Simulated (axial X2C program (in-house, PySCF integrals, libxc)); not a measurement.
# Linear ClAlCl at several levels

Aim: the two bond lengths and stretching wavenumbers of linear ClAlCl, with and without spin–orbit coupling, at PBE0, HF, PBE, MP2.

Program: an in-house X2C program for linear molecules on PySCF integrals. Level of theory: all-electron X2C, two-component (2c) or spin-free, Cl dyall-av3z, Al dyall-v3z. These are calculated values, not measurements.

All values are calculated.

2 further runs of the same task are left out: 2 set aside as unsound or not needed.

## (1) Set-up

Input file task.json:

```json
{
 "zs": [
  17,
  13,
  17
 ],
 "q": 0,
 "bas": [
  "dyall-av3z",
  "dyall-v3z",
  "dyall-av3z"
 ],
 "r0": [
  2.25,
  2.25
 ],
 "symm": 1,
 "scan": [
  "PBE0",
  "HF",
  "PBE"
 ],
 "levels": [
  "PBE0",
  "HF",
  "TPSSh"
 ],
 "nst": 2
}
```

Keys: zs atomic numbers; q charge; bas basis sets; r0 starting distance in Å; symm equal bonds; scan levels of the two-bond scan (MP2 follows by itself at each HF point); levels methods; nst determinants followed.

Launch:

```bash
> python solin.py task.json out
```

Masses Cl 34.969, Al 26.982, Cl 34.969 u.

## (2) Scan at PBE0, 2c

State: Ω = 1/2 (beyond evenly filled blocks: ω = 1/2). Energies above the lowest point, from the job's result record:

```csv
r(Cl–Al) (Å),r(Al–Cl) (Å),E (meV)
2.1079,2.1079,34.89
2.1079,2.1620,16.16
2.1079,2.2160,29.89
2.1620,2.1079,16.16
2.1620,2.1620,0.00
2.1620,2.2160,16.42
2.1620,2.2701,58.02
2.2160,2.1079,29.89
2.2160,2.1620,16.42
2.2160,2.2160,35.61
2.2701,2.1620,58.02
2.2701,2.2701,127.31
```

A quadratic surface with cubic terms in each bond gives the minimum at 2.160 and 2.160 Å, force constants 1.81, 1.81 and coupling 0.15 mdyn/Å.

## (3) Scan at HF, 2c

State: Ω = 1/2 (beyond evenly filled blocks: ω = 1/2). Energies above the lowest point, from the job's result record:

| r(Cl–Al) (Å) | r(Al–Cl) (Å) | E (meV) |
| --- | --- | --- |
| 2.1079 | 2.1079 | 40.45 |
| 2.1079 | 2.1620 | 18.77 |
| 2.1079 | 2.2160 | 29.54 |
| 2.1620 | 2.1079 | 18.77 |
| 2.1620 | 2.1620 | 0.00 |
| 2.1620 | 2.2160 | 13.91 |
| 2.1620 | 2.2701 | 52.97 |
| 2.2160 | 2.1079 | 29.54 |
| 2.2160 | 2.1620 | 13.91 |
| 2.2160 | 2.2160 | 31.17 |
| 2.2701 | 2.1620 | 52.97 |
| 2.2701 | 2.2701 | 119.93 |

A quadratic surface with cubic terms in each bond gives the minimum at 2.164 and 2.164 Å, force constants 1.79, 1.79 and coupling 0.18 mdyn/Å.

## (4) Scan at PBE, 2c

State: Ω = 1/2 (beyond evenly filled blocks: ω = 1/2). Energies above the lowest point, from the job's result record:

| r(Cl–Al) (Å) | r(Al–Cl) (Å) | E (meV) |
| --- | --- | --- |
| 2.1079 | 2.1079 | 57.78 |
| 2.1079 | 2.1620 | 27.78 |
| 2.1079 | 2.2160 | 30.65 |
| 2.1620 | 2.1079 | 27.78 |
| 2.1620 | 2.1620 | 0.00 |
| 2.1620 | 2.2160 | 5.19 |
| 2.1620 | 2.2701 | 35.92 |
| 2.2160 | 2.1079 | 30.65 |
| 2.2160 | 2.1620 | 5.19 |
| 2.2160 | 2.2160 | 12.75 |
| 2.2701 | 2.1620 | 35.92 |
| 2.2701 | 2.2701 | 81.46 |

A quadratic surface with cubic terms in each bond gives the minimum at 2.178 and 2.178 Å, force constants 1.69, 1.69 and coupling 0.13 mdyn/Å.

## (5) Comparison

| level | r(Cl–Al) (Å) | r(Al–Cl) (Å) | lower stretch (cm⁻¹) | upper stretch (cm⁻¹) |
| --- | --- | --- | --- | --- |
| PBE0, 2c | 2.160 | 2.160 | 308.1 | 537.1 |
| HF, 2c | 2.164 | 2.164 | 309.1 | 528.8 |
| PBE, 2c | 2.178 | 2.178 | 297.0 | 521.4 |
| MP2, 2c | 2.153 | 2.153 | 315.9 | 558.2 |
| PBE0, spin-free | 2.160 | 2.160 | 308.2 | 537.1 |
| HF, spin-free | 2.163 | 2.163 | 309.2 | 528.9 |
| PBE, spin-free | 2.178 | 2.178 | 297.2 | 521.5 |
| MP2, spin-free | 2.152 | 2.152 | 316.0 | 558.2 |

Scans not shown above were run alike.

In words: Over the levels the Cl–Al bond spans 2.152 to 2.178 Å and the Al–Cl bond 2.152 to 2.178 Å. At PBE0 spin–orbit coupling leaves both bonds unchanged to 0.001 Å. Each state is one determinant, the lowest of a limited PBE0 search; the stretches come from a fit to few points and are good to some per cent at best. The stretches are sorted by size, and where the two bonds are alike the symmetric and antisymmetric modes can swap order between levels. MP2 freezes inner shells (threshold -2 hartree). The molecule was held linear; bending was not examined, so a bent shape may lie lower.
